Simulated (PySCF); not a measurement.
Orbital energies, ionisation energy and electron affinity

Species: sulfur trioxide, SO3.
Z-matrix (Å and degrees, PBE0-D3(BJ)/def2-TZVP geometry), rows numbered from 1:
```
O 
S   1  1.4195
O   2  1.4194  1  120.01
O   2  1.4194  1  120.00  3  -179.98
```

Level: wB97X-D/aug-cc-pVTZ (PySCF). Frontier orbitals with their largest atomic shares (Löwdin; up to four atoms above 4 %):

```json
{"orbital": "HOMO−3", "ε (eV)": "-14.16", "main atoms": "O1 39 %, O3 24 %, O4 23 %, S2 13 %"}
{"orbital": "HOMO−2", "ε (eV)": "-13.45", "main atoms": "O1 48 %, O3 33 %, S2 18 %"}
{"orbital": "HOMO−1", "ε (eV)": "-13.45", "main atoms": "O4 53 %, O3 22 %, S2 18 %, O1 7 %"}
{"orbital": "HOMO", "ε (eV)": "-12.01", "main atoms": "?"}
{"orbital": "LUMO", "ε (eV)": "-0.71", "main atoms": "S2 58 %, O1 14 %, O3 14 %, O4 14 %"}
{"orbital": "LUMO+1", "ε (eV)": "-0.60", "main atoms": "S2 34 %, O1 22 %, O3 22 %, O4 22 %"}
{"orbital": "LUMO+2", "ε (eV)": "2.00", "main atoms": "S2 82 %, O1 6 %, O3 6 %, O4 6 %"}
```

Q: What vertical ionisation energy does ΔSCF give, and how far is −ε(HOMO) from it?

A: ΔSCF: 12.91 eV (1245 kJ/mol; threshold wavelength 96.0 nm); ⟨S²⟩ of the doublet left behind is 0.764, against 0.75 for a pure doublet. −ε(HOMO) is 12.01 eV, 0.90 eV below it. In exact Kohn–Sham theory the two would be equal; wB97X-D (range-separated hybrid) falls short of its own ΔSCF value by 7 %. Holes in the HOMO−1 and HOMO−2 were tried too where these lie within 1.2 eV of the HOMO; the lowest converged state counts.

Q: On which atoms does the HOMO lie?

A: O4 (sulfinyl oxygen) 28 %, O3 (sulfinyl oxygen) 28 %, O1 (sulfinyl oxygen) 28 %, S2 (sulfinyl sulfur) 15 %, so no atom holds as much as 40 %. The HOMO−1 lies 1.44 eV lower.

Q: And the vertical electron affinity, the fundamental gap, Mulliken's electronegativity and the hardness (with the factor ½)?

A: EA = 0.38 eV by ΔSCF (−ε(LUMO) = 0.71 eV). IE − EA = 12.53 eV against an orbital gap of 11.30 eV; (IE + EA)/2 = 6.65 eV; (IE − EA)/2 = 6.26 eV. Parr's electrophilicity index (IE + EA)²/[8(IE − EA)] is 1.76 eV.

Q: The lowest singlet excitation (vertical TDDFT, same level) lies at 5.45 eV. How far is it below IE − EA?

A: IE − EA = 12.53 eV, so by 7.08 eV.

Q: How many of the 10 lowest singlet excitations (vertical TDDFT, same level) lie below the ionisation energy?

A: All 10; they run from 5.45 to 8.60 eV.

Q: What kinetic energy would electrons from this vertical process carry with He II light (40.814 eV)?

A: 40.81 − 12.91 = 27.90 eV.

Q: With α = 28.1 au, estimate the like-pair dispersion coefficient by London's formula C6 = (3/4)α²I.

A: I = 0.4744 Eh, so C6 ≈ 281 au, a rough estimate.

Isolated species at its PBE0-D3(BJ)/def2-TZVP geometry, gas phase.

Note: wB97X-D ran without an empirical dispersion term, which enters the total energy and its gradient alone.
